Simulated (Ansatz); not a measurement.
**Reading a saddle point**

A first-order saddle point of BSiH7O, singlet, PBE0-D4/def2-TZVP, with one imaginary mode of 1350i cm⁻¹:

```
10
angstrom
B -0.8164 0.3792 -0.3287
Si 0.6041 -1.0194 0.5124
H -0.9159 -0.0112 -1.4587
H -1.7397 0.2444 0.4209
H 0.4173 0.8278 0.1346
O -0.2007 1.8355 -0.2255
H 1.9011 -1.2262 -0.1929
H 0.8812 -0.9233 1.9714
H -0.2702 -2.1929 0.2572
H 0.1391 2.0860 -1.0907
```

Computed with Ansatz 0.2.0 (basis: def2-TZVPP and def2-QZVPP); correlated methods freeze the cores. Extrapolation: Hartree–Fock as exp(−7.88 √X), correlation as X^−2.97.

Question: Which contacts change along the imaginary mode, and what lies on either side? (A judgement: the text doesn't fix the answer.)

Answer: By the calculation: The step is BSiH₅ ([BH2][SiH3]) + H₂O → BH₃O ([BH2][OH]) + SiH₄, with the molecules in contact on both sides. Shortening one way: B1–O6, Si2–H5; lengthening the same way: B1–Si2, H5–O6.
| pair | one side (Å) | saddle (Å) | other side (Å) |
| --- | --- | --- | --- |
| B1–O6 | 1.68 | 1.58 | 1.35 |
| Si2–H5 | 2.99 | 1.89 | 1.49 |
| B1–Si2 | 2.02 | 2.16 | 3.56 |
| H5–O6 | 0.97 | 1.24 | 3.31 |

Question: Which side is lower, and how far does the saddle lie above each? (Judge from chemistry; the value comes from the calculation.)

Answer: Computed: The side with B1–O6, Si2–H5 short is lower by 24.44 kcal/mol; the saddle lies 50.22 kcal/mol above it and 25.77 kcal/mol above the other (CCSD(T) at an estimated basis limit (MP2 extrapolated from triple and quadruple zeta, plus CCSD(T) − MP2 in triple zeta); electronic energies).

No T1 diagnostic of these runs exceeds 0.013.

Labels in which every atom is bracketed show which atoms are joined, not bond orders.

For scale, one of the runs: CCSD(T)/def2-TZVPP, 202 basis functions (an equivalent command: `ansatz run in.yaml --threads 2`). Time: 39 s of wall clock on 2 CPU threads; the host was shared. Peak host memory: 2.7 GiB.
